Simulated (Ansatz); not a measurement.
**C4H6S (2,3-dihydrothiophene): wB97X/def2-SVP**

Aim: the energy change on altering one bond length of C4H6S (2,3-dihydrothiophene) at wB97X/def2-SVP, from 2 runs. 

The calculation is run with Ansatz 0.2.0.

49 further runs of the same task are left out: 49 set aside as unsound or not needed.

### Step 1. The system as given

The species is C4H6S (11 atoms), meant as a singlet with charge 0. SMILES: `C1=CSCC1`. The coordinates come from a PBE0-D4/def2-TZVP relaxation. This is one conformer, not always the lowest.

Bond lengths: C1–C2 1.329 Å, C2–S3 1.749 Å, S3–C4 1.823 Å, C1–C5 1.500 Å, C4–C5 1.528 Å, C1–H6 1.083 Å, C2–H7 1.082 Å, C4–H8 1.089 Å, C4–H9 1.092 Å, C5–H10 1.099 Å, C5–H11 1.093 Å. Some angles: C1–C2–S3 115.0°, C2–C1–C5 114.2°, C2–S3–C4 90.3°, S3–C4–C5 106.7°, C1–C5–C4 106.3°, C1–C2–H7 126.2°, S3–C2–H7 118.7°, C2–C1–H6 123.2°, C5–C1–H6 122.4°, S3–C4–H8 109.2°.

### Step 2. The energy at wB97X/def2-SVP

Contents of job.yaml:

```yaml
basis:
  gaussian:
    orbitals: def2-SVP
crystal:
  periodic: [false, false, false]
  atoms:
    - {symbol: C, position_ang: [0.280500, 1.058200, -0.374100]}
    - {symbol: C, position_ang: [1.266700, 0.759000, 0.465700]}
    - {symbol: S, position_ang: [1.220700, -0.865500, 1.112000]}
    - {symbol: C, position_ang: [-0.478300, -1.076400, 0.485100]}
    - {symbol: C, position_ang: [-0.649000, -0.083500, -0.663200]}
    - {symbol: H, position_ang: [0.197200, 2.015800, -0.873100]}
    - {symbol: H, position_ang: [2.082600, 1.409500, 0.751800]}
    - {symbol: H, position_ang: [-0.623300, -2.113100, 0.183800]}
    - {symbol: H, position_ang: [-1.164400, -0.846900, 1.303500]}
    - {symbol: H, position_ang: [-0.374400, -0.543900, -1.622300]}
    - {symbol: H, position_ang: [-1.692700, 0.229900, -0.748800]}
hamiltonian:
  xc: {name: wB97X}
accuracy: high
output: {orbitals: {seedname: orbitals}}
```

The run is started by

```sh
$ ansatz run job.yaml --threads 1 --pin off --max-ram 3480MiB --events-out events.jsonl --progress --plain --runs-dir runs
```

Log:

```text
Warning: RAYON_NUM_THREADS=1 ignored (pool sized by the plan → 1); use --threads N
Functional definition: wB97X
  name "wB97X"
  parameter omega = 0.3/bohr
  parameter cx = 0.157706
  parameter cx1 = 0.726479
  parameter cx2 = 1.04760
  parameter cx3 = -5.70635
  parameter cx4 = 13.2794
  parameter css1 = -4.33879
  parameter css2 = 18.2308
  parameter css3 = -31.7430
  parameter css4 = 17.2901
  parameter cos1 = 2.37031
  parameter cos2 = -11.3995
  parameter cos3 = 6.58405
  parameter cos4 = -3.78132
  exchange = spin_sum(e_x_unif_sr(omega)*poly(b97_u_x, 1 - cx, cx1, cx2, cx3, cx4)) + cx*exact_x_sr(omega)
      + exact_x_lr(omega)
  correlation = spin_sum(e_c_pw_same_spin*poly(b97_u_same, 1, css1, css2, css3, css4))
      + integral(e_c_pw_opposite_spin*poly(b97_u_opposite, 1, cos1, cos2, cos3, cos4))
2524 factors; integrals over basis functions are off by at most 3.9e-9 eV
387 factors; integrals over basis functions are off by at most 2.5e-9 eV
mean field evaluation 1: about -15070.2020 eV, gradient 3.2e1 eV
mean field evaluation 2: about -15071.2583 eV, gradient 2.5e1 eV
mean field evaluation 4: about -15072.8108 eV, gradient 1.4e0 eV
mean field evaluation 8: about -15073.0047 eV, gradient 5.1e-2 eV
mean field evaluation 16: about -15073.0048 eV, gradient 6.9e-5 eV
mean field -15073.00476472 eV, -553.9227082538 hartree, gradient 2.9e-8 eV, S^2 0.000000; 0 other end points of the search recorded, 0 dependent functions left out
reference -15073.00476187 eV, -553.9227081493 hartree; 23, 23 occupied and 81, 81 virtual orbitals, 2524 factors
Total energy: -15073.00476187 eV, -553.9227081493 hartree
```

Run time: 20 s. Hardware: 1 thread of Intel Xeon 6975P-C (Granite Rapids), shared host; peak memory 0.66 GiB.

### Step 3. The distorted shape at the same level

Contents of in.yaml:

```yaml
crystal:
  periodic: [false, false, false]
  atoms:
    - {symbol: C, position_ang: [0.198113, 1.196332, -0.086345]}
    - {symbol: C, position_ang: [1.184313, 0.897132, 0.753455]}
    - {symbol: S, position_ang: [1.138313, -0.727368, 1.399755]}
    - {symbol: C, position_ang: [-0.560687, -0.938268, 0.772855]}
    - {symbol: C, position_ang: [-0.731387, 0.054632, -0.375445]}
    - {symbol: H, position_ang: [0.114813, 2.153932, -0.585345]}
    - {symbol: H, position_ang: [2.000213, 1.547632, 1.039555]}
    - {symbol: H, position_ang: [-0.705687, -1.974968, 0.471555]}
    - {symbol: H, position_ang: [-1.246787, -0.708768, 1.591255]}
    - {symbol: H, position_ang: [-0.374400, -0.543900, -1.622300]}
    - {symbol: H, position_ang: [-1.775087, 0.368032, -0.461045]}
basis:
  gaussian:
    orbitals: def2-SVP
hamiltonian:
  xc: {name: wB97X}
accuracy: high
output: {orbitals: {seedname: orbitals}}
```

The run is started by

```sh
$ ansatz run in.yaml --threads 1 --pin off --max-ram 3480MiB --events-out events.jsonl --progress --plain --runs-dir runs
```

Log (excerpt; [...] marks lines left out):

```text
Warning: RAYON_NUM_THREADS=1 ignored (pool sized by the plan → 1); use --threads N
Functional definition: wB97X
  name "wB97X"
[...]
      + exact_x_lr(omega)
[...]
      + integral(e_c_pw_opposite_spin*poly(b97_u_opposite, 1, cos1, cos2, cos3, cos4))
2530 factors; integrals over basis functions are off by at most 4.0e-9 eV
390 factors; integrals over basis functions are off by at most 2.5e-9 eV
[...]
mean field -15072.05335142 eV, -553.8877444602 hartree, gradient 3.2e-8 eV, S^2 0.000000; 0 other end points of the search recorded, 0 dependent functions left out
reference -15072.05334853 eV, -553.8877443538 hartree; 23, 23 occupied and 81, 81 virtual orbitals, 2530 factors
Total energy: -15072.05334853 eV, -553.8877443538 hartree
```

It took 18 s on 1 thread of Intel Xeon 6975P-C (Granite Rapids), shared host; peak memory 0.66 GiB.

### Step 4. Summary of results

At wB97X/def2-SVP:

```
                                                          quantity          value
                                         first shape: total energy  -553.92271 Eh
                                          first shape: HOMO energy       -8.02 eV
                                          first shape: LUMO energy        2.67 eV
                                        first shape: HOMO–LUMO gap       10.69 eV
                                     distorted shape: total energy  -553.88774 Eh
                                      distorted shape: HOMO energy       -8.06 eV
                                      distorted shape: LUMO energy        2.21 eV
                                    distorted shape: HOMO–LUMO gap       10.27 eV
energy change with the C5–H10 bond stretched from 1.099 to 1.428 Å       0.951 eV
```

What this shows: With the C5–H10 bond stretched from 1.099 to 1.428 Å the energy rises by 0.95 eV (21.9 kcal/mol). The first shape isn't relaxed at this level, so the change isn't measured from a minimum.
